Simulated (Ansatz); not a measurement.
Born–Oppenheimer molecular dynamics of BH$_{6}$N (8 atoms, charge 0, multiplicity 1). It starts at the highest image of a converged band, a first-order saddle point between two minima.

Theory: RKS PBE/cc-pVDZ in Ansatz 0.2.0.

- ensemble: NVE (velocity Verlet)
- time step: 0.5 fs
- steps asked: 200
- starting velocities drawn for: 100 K
- seed: 4831

First frame:

```xyz
8
Properties=species:S:1:pos:R:3
B -0.002 0.068 0.311
N -0.056 0.322 1.869
H -0.864 -0.058 2.365
H 0.810 0.165 2.387
H 1.098 -0.198 -0.136
H -0.987 -0.467 -0.163
H -0.166 1.388 -0.114
H -0.174 1.336 0.881
```

**Question.** How far do the bonds stretch over the last three quarters of this one trajectory? (Pairs bonded in most of those frames.)

**Answer.** 
| bond | mean (Å) | spread (Å) | shortest | longest |
| --- | --- | --- | --- | --- |
| B1–N2 | 1.405 | 0.035 | 1.34 | 1.46 |
| B1–H5 | 1.217 | 0.012 | 1.19 | 1.24 |
| B1–H6 | 1.218 | 0.013 | 1.19 | 1.25 |
| N2–H3 | 1.026 | 0.012 | 1.00 | 1.05 |
| N2–H4 | 1.026 | 0.020 | 0.99 | 1.06 |
| H7–H8 | 0.771 | 0.008 | 0.76 | 0.78 |

Mean temperature of the second half: 1645 K. The conserved energy stayed within 0.096 meV per atom of its start (net change 0.039 meV per atom), so the integration is sound. The system heated up, since it started high on the potential surface and ran downhill. A run of 0.1 ps of so small a system gives no equilibrium averages. The orbitals stay closed-shell, which can raise the energy where a bond breaks towards radicals; this wasn't checked here.

Run time: 2.5 min on 1 thread of Arm Neoverse V2 (shared host), peak memory 0.094 GiB.
